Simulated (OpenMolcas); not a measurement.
# singlet [N2H3]+, step by step

Aim: a single-point energy (UHF/STO-3G), then a single-point energy (CASSCF(2,2)/STO-3G), then the energy (CASPT2(2,2)/STO-3G), then a single-point energy (SC-NEVPT2(2,2)/STO-3G), then a single-point energy (MRCI(2,2)/STO-3G) of singlet [N2H3]+. 

Program for the calculation: OpenMolcas 26.06.

**1. The structure to begin with**

[N2H3]+ has 5 atoms, charge +1, and is taken as a singlet. SMILES of the parent species: `[NH]N`. The shape is that of a PBE0-D4/def2-TZVP optimisation. This is one conformer, not always the lowest. That shape belongs to the parent species and isn't relaxed for this state.

Bond lengths: N1–N2 1.338 Å, N1–H3 1.021 Å, N2–H4 1.008 Å, N2–H5 1.012 Å. Angles: N1–N2–H4 113.9°, N1–N2–H5 120.9°, N2–N1–H3 106.1°, H4–N2–H5 114.6°.

**2. The energy at UHF/STO-3G (run 1)**

File step1.inp:

```
&GATEWAY
 BasLib=$CurrDir
 Coord
 5
 angstrom
 N       -0.187600      -0.818050       0.454040
 N       -0.128660       0.235610      -0.368450
 H        0.759840      -0.951450       0.811270
 H       -1.030950       0.592300      -0.640030
 H        0.587360       0.941580      -0.256830
 Basis=STO-3G
 Group=NoSym

&SEWARD

&SCF
 UHF
 Charge=1
 Scramble=0.25
 PrOrbitals=1 1
```

The basis set STO-3G is read from a file made from the Basis Set Exchange's data (not shown).

The run is started by

```console
$ export MOLCAS_MEM=1860
$ pymolcas step1.inp > step1.log
```

Output:

```text
--- Start Module: gateway ---
[...]
--- Stop Module: gateway /rc=_RC_ALL_IS_WELL_ ---
--- Start Module: seward ---
[...]
      Basis functions           13
--- Stop Module: seward /rc=_RC_ALL_IS_WELL_ ---
--- Start Module: scf ---
[...]
       Convergence after  55 Iterations
[...]
::    Total SCF energy                               -108.9129289252
[...]
      Total spin, S                                     0.3854773578
[...]
      Total electronic charge=   16.000000
      Total            charge=    1.000000
[...]
      Dipole Moment (debye):
      Origin of the operator (angstrom)=   -0.1325   -0.2439    0.0358
                   X=  1.5402E+00               Y=  2.7489E+00               Z= -6.1688E-01           Total=  3.2108E+00
      Center of Charge (angstrom)
[...]
--- Stop Module: scf /rc=_RC_ALL_IS_WELL_ ---
[...]
```

Run time: 2.2 s. Hardware: 1 thread of Arm Neoverse V2, shared host; peak memory 0.36 GiB.

**3. A single-point energy at CASSCF(2,2)/STO-3G (run 2)**

File step2.inp:

```
* H3N2 CASSCF
>>> EXPORT MOLCAS_PRINT=2

&GATEWAY
  BasLib = $CurrDir
  Coord
  5
  angstrom
  N       -0.187600      -0.818050       0.454040
  N       -0.128660       0.235610      -0.368450
  H        0.759840      -0.951450       0.811270
  H       -1.030950       0.592300      -0.640030
  H        0.587360       0.941580      -0.256830
  Basis = STO-3G
  Group = NoSym

&SEWARD

&RASSCF
  FileOrb = $CurrDir/step1.UnaOrb
  Spin = 1
  Nactel = 2 0 0
  Inactive = 7
  Ras2 = 2
  OrbListing = Nothing
```

The basis set STO-3G is read from a file made from the Basis Set Exchange's data (not shown).

The run is started by

```console
$ export MOLCAS_MEM=1860
$ pymolcas step2.inp > step2.log
```

Output:

```text
--- Start Module: gateway ---
[...]
--- Stop Module: gateway /rc=_RC_ALL_IS_WELL_ ---
--- Start Module: seward ---
[...]
      Basis functions           13
--- Stop Module: seward /rc=_RC_ALL_IS_WELL_ ---
--- Start Module: rasscf ---
[...]
      Number of active orbitals                  2
[...]
      Spin quantum number                      0.0
[...]
      Active orbitals                            2
[...]
      Number of CSFs                             3
[...]
      Number of root(s) required                 1
[...]
      Convergence after 14 iterations
[...]
      printout of CI-coefficients larger than  0.05 for root  1
      energy=    -108.951711
      conf/sym  11     Coeff  Weight
             1  20   0.95629 0.91450
             3  02  -0.29241 0.08550
      Natural orbitals and occupation numbers for root  1
      sym 1:   1.828994   0.171006
      ************************************************************************************************************************
      *                                                    Final results                                                     *
[...]
::    RASSCF root number  1 Total energy:   -108.95171108
[...]
      Total electronic charge=   16.000000
      Total            charge=    1.000000
[...]
      Dipole Moment (debye):
      Origin of the operator (angstrom)=   -0.1325   -0.2439    0.0358
                   X=  1.5270E+00               Y=  2.8064E+00               Z= -5.7780E-01           Total=  3.2468E+00
      Center of Charge (angstrom)
[...]
--- Stop Module: rasscf /rc=_RC_ALL_IS_WELL_ ---
[...]
```

Run time: 1.5 s. Hardware: 1 thread of Arm Neoverse V2, shared host; peak memory 0.37 GiB.

**4. A single-point energy at CASPT2(2,2)/STO-3G (run 3)**

File step3.input:

```
&GATEWAY
BasLib = $CurrDir
Coord
5
angstrom
N       -0.187600      -0.818050       0.454040
N       -0.128660       0.235610      -0.368450
H        0.759840      -0.951450       0.811270
H       -1.030950       0.592300      -0.640030
H        0.587360       0.941580      -0.256830
Basis = STO-3G
Group = NoSym
&SEWARD
&RASSCF
FileOrb = $CurrDir/step2.RasOrb
Spin = 1
Nactel = 2 0 0
Inactive = 7
Ras2 = 2
OrbListing = Nothing
&CASPT2
Imaginary = 0.1
Frozen = 2
```

The basis set STO-3G is read from a file made from the Basis Set Exchange's data (not shown).

The run is started by

```console
$ export MOLCAS_MEM=1860
$ pymolcas step3.input > step3.log
```

Output:

```text
--- Start Module: gateway ---
[...]
--- Stop Module: gateway /rc=_RC_ALL_IS_WELL_ ---
[...]
      Basis functions           13
[...]
--- Start Module: rasscf ---
[...]
      Number of active orbitals                  2
[...]
      Spin quantum number                      0.0
[...]
      Active orbitals                            2
[...]
      Number of CSFs                             3
[...]
      Number of root(s) required                 1
[...]
      Convergence after  4 iterations
[...]
      printout of CI-coefficients larger than  0.05 for root  1
      energy=    -108.951711
      conf/sym  11     Coeff  Weight
             1  20   0.95629 0.91450
             3  02  -0.29241 0.08550
      Natural orbitals and occupation numbers for root  1
      sym 1:   1.828994   0.171006
      ************************************************************************************************************************
      *                                                    Final results                                                     *
[...]
::    RASSCF root number  1 Total energy:   -108.95171108
[...]
      Total electronic charge=   16.000000
      Total            charge=    1.000000
[...]
      Dipole Moment (debye):
      Origin of the operator (angstrom)=   -0.1325   -0.2439    0.0358
                   X=  1.5270E+00               Y=  2.8064E+00               Z= -5.7780E-01           Total=  3.2468E+00
      Center of Charge (angstrom)
[...]
--- Stop Module: rasscf /rc=_RC_ALL_IS_WELL_ ---
--- Start Module: caspt2 ---
[...]
      E2 (Variational):          -0.0896887322
      Total energy:            -109.0413998089
[...]
      Reference weight:           0.96439
[...]
::    CASPT2 Root  1     Total energy:   -109.04139981
[...]
--- Stop Module: caspt2 /rc=_RC_ALL_IS_WELL_ ---
[...]
```

Wall time 1.4 s (1 thread of Arm Neoverse V2, shared host); peak memory 0.37 GiB.

**5. A single-point energy at SC-NEVPT2(2,2)/STO-3G (run 4)**

File step4.inp:

```
* H3N2 NEVPT2

&GATEWAY
 BasLib=$CurrDir
 Coord
 5
 angstrom
 N       -0.187600      -0.818050       0.454040
 N       -0.128660       0.235610      -0.368450
 H        0.759840      -0.951450       0.811270
 H       -1.030950       0.592300      -0.640030
 H        0.587360       0.941580      -0.256830
 Basis=STO-3G
 Group=NoSym

&SEWARD

&RASSCF
 FileOrb=$CurrDir/step2.RasOrb
 Spin=1
 Nactel=2 0 0
 Inactive=7
 Ras2=2
 OrbListing=Nothing

&CASPT2
 SC-NEVPT2
 Frozen=2
```

The basis set STO-3G is read from a file made from the Basis Set Exchange's data (not shown).

The run is started by

```console
$ export MOLCAS_MEM=1860
$ pymolcas step4.inp > step4.log
```

Output:

```text
--- Start Module: gateway ---
[...]
--- Stop Module: gateway /rc=_RC_ALL_IS_WELL_ ---
[...]
      Basis functions           13
[...]
--- Start Module: rasscf ---
[...]
      Number of active orbitals                  2
[...]
      Spin quantum number                      0.0
[...]
      Active orbitals                            2
[...]
      Number of CSFs                             3
[...]
      Number of root(s) required                 1
[...]
      Convergence after  4 iterations
[...]
      printout of CI-coefficients larger than  0.05 for root  1
      energy=    -108.951711
      conf/sym  11     Coeff  Weight
             1  20   0.95629 0.91450
             3  02  -0.29241 0.08550
      Natural orbitals and occupation numbers for root  1
      sym 1:   1.828994   0.171006
      ************************************************************************************************************************
      *                                                    Final results                                                     *
[...]
::    RASSCF root number  1 Total energy:   -108.95171108
[...]
      Total electronic charge=   16.000000
      Total            charge=    1.000000
[...]
      Dipole Moment (debye):
      Origin of the operator (angstrom)=   -0.1325   -0.2439    0.0358
                   X=  1.5270E+00               Y=  2.8064E+00               Z= -5.7780E-01           Total=  3.2468E+00
      Center of Charge (angstrom)
[...]
--- Stop Module: rasscf /rc=_RC_ALL_IS_WELL_ ---
--- Start Module: caspt2 ---
[...]
      E2 (Variational):          -0.0913783357
[...]
      E2 (Variational):          -0.0911931714
      Total energy:            -109.0429042481
[...]
      Reference weight:           0.96301
[...]
::    SC-NEVPT2 Root  1     Total energy:   -109.04290425
[...]
--- Stop Module: caspt2 /rc=_RC_ALL_IS_WELL_ ---
[...]
```

Run time: 1.4 s. Hardware: 1 thread of Arm Neoverse V2, shared host; peak memory 0.36 GiB.

**6. The energy at MRCI(2,2)/STO-3G (run 5)**

File step5.inp:

```
* H3N2 MRCI

&gateway
  baslib
  $CurrDir
  coord
  5
  angstrom
  N       -0.187600      -0.818050       0.454040
  N       -0.128660       0.235610      -0.368450
  H        0.759840      -0.951450       0.811270
  H       -1.030950       0.592300      -0.640030
  H        0.587360       0.941580      -0.256830
  basis
  STO-3G
  group
  NoSym

&seward

&rasscf
  fileorb
  $CurrDir/step2.RasOrb
  spin
  1
  nactel
  2 0 0
  inactive
  7
  ras2
  2
  orblisting
  Nothing

&motra
  lumorb
  frozen
  2

&guga
  electrons
  12
  spin
  1
  inactive
  5
  active
  2
  ciall
  1

&mrci
  sdci
```

The basis set STO-3G is read from a file made from the Basis Set Exchange's data (not shown).

The run is started by

```console
$ export MOLCAS_MEM=1860
$ pymolcas step5.inp > step5.log
```

Output:

```text
--- Start Module: gateway ---
[...]
--- Stop Module: gateway /rc=_RC_ALL_IS_WELL_ ---
[...]
      Basis functions           13
[...]
      Number of active orbitals                  2
[...]
      Spin quantum number                      0.0
[...]
      Active orbitals                            2
[...]
      Number of CSFs                             3
[...]
      Number of root(s) required                 1
[...]
      Convergence after  4 iterations
[...]
      printout of CI-coefficients larger than  0.05 for root  1
      energy=    -108.951711
      conf/sym  11     Coeff  Weight
             1  20   0.95629 0.91450
             3  02  -0.29241 0.08550
      Natural orbitals and occupation numbers for root  1
      sym 1:   1.828994   0.171006
      ************************************************************************************************************************
      *                                                    Final results                                                     *
[...]
::    RASSCF root number  1 Total energy:   -108.95171108
[...]
      Dipole Moment (debye):
      Origin of the operator (angstrom)=   -0.1325   -0.2439    0.0358
                   X=  1.5270E+00               Y=  2.8064E+00               Z= -5.7780E-01           Total=  3.2468E+00
      Center of Charge (angstrom)
[...]
--- Start Module: guga ---
[...]
--- Stop Module: guga /rc=_RC_ALL_IS_WELL_ ---
[...]
       (But an ACPF correction will be computed)
       USE THE DEFAULT ACPF G-VALUE GFAC=  0.16666666666666666
[...]
                      CI ENERGY:  -109.06417691
[...]
                ACPF CORRECTION:    -0.00572309
[...]
      Total electronic charge=   16.000000
      Total            charge=    1.000000
[...]
     ACPF CORRECTION:     -0.00572309
[...]
  CI State   1     Total energy:   -109.06417691     QDav:     -0.00693833     QACPF:     -0.00572309
[...]
```

Wall time 1.5 s (1 thread of Arm Neoverse V2, shared host); peak memory 0.37 GiB.

**7. What came out**

| quantity | value |
| --- | --- |
| run 1, UHF/STO-3G: total energy | -108.91293 Eh |
| run 1, UHF/STO-3G: HOMO energy | -20.23 eV |
| run 1, UHF/STO-3G: LUMO energy | -4.75 eV |
| run 1, UHF/STO-3G: HOMO–LUMO gap | 15.48 eV |
| run 1, UHF/STO-3G: ⟨S²⟩ | 0.534 |
| run 2, CASSCF(2,2)/STO-3G: total energy | -108.95171 Eh |
| run 3, CASPT2(2,2)/STO-3G: total energy | -109.04140 Eh |
| run 4, SC-NEVPT2(2,2)/STO-3G: total energy | -109.04290 Eh |
| run 5, MRCI(2,2)/STO-3G: total energy | -109.06418 Eh |

**Reading.** ⟨S²⟩ (run 1, UHF/STO-3G) is 0.53 where a pure singlet has 0.00: the reference is spin-contaminated. Mulliken charges (run 1, UHF/STO-3G) run from -0.09 on N2 to +0.38 on H4; they depend strongly on the basis. Mulliken charges (run 2, CASSCF(2,2)/STO-3G) run from -0.09 on N2 to +0.38 on H4. Mulliken charges (run 3, CASPT2(2,2)/STO-3G) of the CASSCF density run from -0.09 on N2 to +0.38 on H4; they depend strongly on the basis. Mulliken charges (run 4, SC-NEVPT2(2,2)/STO-3G) of the CASSCF density run from -0.09 on N2 to +0.38 on H4; they depend strongly on the basis. Mulliken charges (run 5, MRCI(2,2)/STO-3G) of the CASSCF density run from -0.09 on N2 to +0.38 on H4.
